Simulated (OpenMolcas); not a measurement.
# Potential curves of Na₂⁻: spin–orbit levels

Calculated with OpenMolcas 26.06: state-averaged CASSCF(3,8) over Na 3s 3p, Na 3s 3p, XMS-CASPT2 (IPEA 0.25, imaginary shift 0.2 hartree), scalar X2C, ANO-RCC-VTZP, then RASSI spin–orbit state interaction with atomic mean-field integrals. C2 symmetry about the axis (a holds Σ, Δ, Γ; b holds Π, Φ, H; Σ⁺ and Σ⁻ are not told apart); roots by multiplicity and irrep: 2a 4, 2b 8, 4b 4, 4a 2.

XMS-CASPT2 energies with spin–orbit state interaction in eV from the lowest point. Curves are followed by energy order within each symmetry, so they are adiabatic and may change character at avoided crossings and where g and u states cross.

```csv
R (Å),(1)Ω=1/2,(1)Ω=3/2,(3)Ω=1/2,(4)Ω=1/2,(5)Ω=1/2,(2)Ω=3/2,(1)Ω=5/2
3.232,0.013,0.814,0.902,1.209,1.209,1.209,1.209
3.392,0.000,0.841,0.848,1.177,1.178,1.178,1.178
3.552,0.002,0.869,0.868,1.161,1.162,1.162,1.162
3.730,0.016,0.916,0.915,1.153,1.153,1.153,1.153
3.907,0.039,0.966,0.966,1.155,1.155,1.155,1.155
4.156,0.081,1.039,1.038,1.168,1.168,1.169,1.169
4.476,0.144,1.130,1.129,1.197,1.197,1.197,1.198
4.973,0.238,1.254,1.254,1.254,1.255,1.255,1.254
```

The 7 lowest clean curves are shown; the next is (10)Ω=1/2, from 1.93 eV. Left out for impure symmetry, kinks or missing points, though low: (2)Ω=1/2, (6)Ω=1/2, (3)Ω=3/2, (7)Ω=1/2, (4)Ω=3/2, (8)Ω=1/2, (9)Ω=1/2. g and u states are not told apart. Only roots inside an energy window near the equilibrium distance were included, so the list of states is not complete; labels number the states computed. Each spin and symmetry block has orbitals of its own, averaged over its own roots, so gaps between blocks are less sure than gaps within one and near the minimum can be off by tenths of an eV, in bad cases by more. No Rydberg orbitals are active, so Rydberg states, and σ→σ* states whose orbital the CASSCF left unused, can be missing between those listed. For an anion, states above the electron-detachment threshold (often below 1 to 3 eV) are held by the basis set and are not bound levels. Points that failed a check (symmetry, reference weights, a jump) are left out.
